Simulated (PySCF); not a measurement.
Dissociation curve of N2, singlet.

Level of theory: CCSD(T) on UHF/6-31G, 2 core orbitals frozen (PySCF 2.14.0).

**Question.** Relative to R = 1.13 Å, what are the energies at R = 0.87, 1.03, 1.48, 1.96 Å?

**Answer.** 861.0 kJ/mol at 0.87 Å, 85.4 kJ/mol at 1.03 Å, 335.8 kJ/mol at 1.48 Å, 657.8 kJ/mol at 1.96 Å.

The unrestricted solution behind UCCSD(T) changes between 1.19 and 1.26 Å and between 1.48 and 1.64 Å, which can leave a kink. The unrestricted determinant behind UCCSD(T) is spin-contaminated at 1.13 to 4.39 Å (<S²> up to 3.0, against 0.00 for a pure singlet).
